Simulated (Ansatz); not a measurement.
Ansatz (a quantum-chemistry and plane-wave program) input (PBE0/def2-TZVPD):

Ansatz 0.2 input:
```yaml
crystal:
  periodic: [false, false, false]
  atoms:
    - {symbol: C, position_ang: [0.06772882, 1.33677652, -0.58076859]}
    - {symbol: S, position_ang: [-0.20351480, 0.11041718, 0.56938539]}
    - {symbol: C, position_ang: [0.24338008, -1.37270681, -0.36653509]}
    - {symbol: H, position_ang: [0.55259827, 1.12781644, -1.52160068]}
    - {symbol: H, position_ang: [-0.15162162, 2.35061391, -0.28599237]}
    - {symbol: H, position_ang: [0.11271911, -2.22427414, 0.29855508]}
    - {symbol: H, position_ang: [-0.40799579, -1.48486538, -1.23221886]}
    - {symbol: H, position_ang: [1.28388336, -1.32038413, -0.68508729]}
basis:
  gaussian:
    orbitals: def2-TZVPD
hamiltonian:
  xc: {name: PBE0}
magnetization: {spin_polarized: true, initial_magnetization: 1}
output: {forces: true}
```

Output:

```
Functional definition: PBE0
integrals: 0.07 GiB planned
918 factors; their error is unknown
mean field: 0.86 GiB planned
mean field evaluation 1: about -12976.2093 eV, gradient 4.1e1 eV
mean field evaluation 2: about -12969.7937 eV, gradient 5.2e1 eV
mean field evaluation 4: about -12984.0987 eV, gradient 3.3e0 eV
mean field evaluation 8: about -12984.1605 eV, gradient 1.6e-1 eV
mean field evaluation 16: about -12984.1758 eV, gradient 1.6e-4 eV
mean field -12984.17579262 eV, -477.1596593883 hartree, gradient 6.4e-5 eV, S^2 0.757242; 0 other end points of the search recorded, 0 dependent functions left out
the calculation of the forces begins
reference -12984.17582800 eV, -477.1596606887 hartree; 17, 16 occupied and 148, 149 virtual orbitals, 918 factors
Total energy: -12984.17582800 eV, -477.1596606887 hartree
Atom 0 at     0.067729     1.336777    -0.580769 Å, force    -0.042443    -0.189317     0.158880 eV/Å
Atom 1 at    -0.203515     0.110417     0.569385 Å, force     0.103218    -0.093067    -0.283922 eV/Å
Atom 2 at     0.243380    -1.372707    -0.366535 Å, force    -0.065374     0.263625     0.126334 eV/Å
Atom 3 at     0.552598     1.127816    -1.521601 Å, force     0.026911    -0.023768    -0.048633 eV/Å
Atom 4 at    -0.151622     2.350614    -0.285992 Å, force    -0.016207     0.051118     0.027946 eV/Å
Atom 5 at     0.112719    -2.224274     0.298555 Å, force    -0.008924    -0.021619     0.034547 eV/Å
Atom 6 at    -0.407996    -1.484865    -1.232219 Å, force    -0.035708     0.002974    -0.019736 eV/Å
Atom 7 at     1.283883    -1.320384    -0.685087 Å, force     0.038528     0.010054     0.004585 eV/Å
Dipole moment:     0.104278    -0.214701    -0.189465 e Å
```

It need not be the lowest isomer of its formula.
